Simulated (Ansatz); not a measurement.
The first iterations of a band of AlH8NSi (11 atoms, charge 0, multiplicity 1).

The calculation used Ansatz 0.2.0, RKS PBE0-D4/6-31G*.

| Quantity | Value |
| --- | --- |
| movable images | 7 |
| climbing image | yes |
| spring | 5.0 eV/Å² |
| optimiser | quadratic models (default) |
| start path | through a guess of the saddle point |
| force threshold | 0.05 eV/Å |
| iteration limit | 60 |
| end points | relaxed |

Image 0:

```xyz
11
Properties=species:S:1:pos:R:3
Al 0.109 -0.281 0.029
H -0.158 1.006 0.957
H 1.651 -0.654 -0.262
H -0.961 -0.626 -1.121
N -0.293 -1.791 1.403
H -0.820 -2.517 0.917
Si 1.247 -2.422 2.101
H 1.908 -3.205 1.035
H 2.031 -1.255 2.555
H 0.923 -3.303 3.258
H -0.913 -1.401 2.111
```

Image 8:

```xyz
11
Properties=species:S:1:pos:R:3
Al 0.224 -0.779 -0.146
H -1.154 1.086 1.626
H 1.459 0.206 -0.001
H -0.998 -0.561 -1.140
N 0.217 -2.278 0.844
H -0.577 -2.899 0.719
Si 1.396 -2.809 2.004
H 1.982 -4.139 1.658
H 2.482 -1.792 2.024
H 0.831 -2.932 3.383
H -1.138 0.447 2.011
```

| iteration | highest image above the first end (eV) | largest band force component (eV/Å) |
| --- | --- | --- |
| 1 | 3.633 | 4.713 |
| 2 | 2.168 | 2.695 |
| 3 | 1.729 | 4.022 |
| 4 | 1.554 | 1.377 |
| 5 | 1.530 | 0.767 |
| 6 | 1.221 | 0.704 |
| 7 | 0.996 | 1.845 |

Question: Does the band converge within its limit, and where does its top end?

Answer: The run converged. It ended after 21 iterations with the highest image 1.275 eV above the first end. A vibrational analysis at the climbing image gives one clearly imaginary mode, 1357i cm⁻¹: a first-order saddle point. The orbitals stay closed-shell, which can raise the energy where a bond breaks towards radicals; this wasn't checked here.

The run took 5.6 min on 1 thread of AMD EPYC 7R13 Processor (Zen 3) (shared host), peak memory 0.15 GiB.
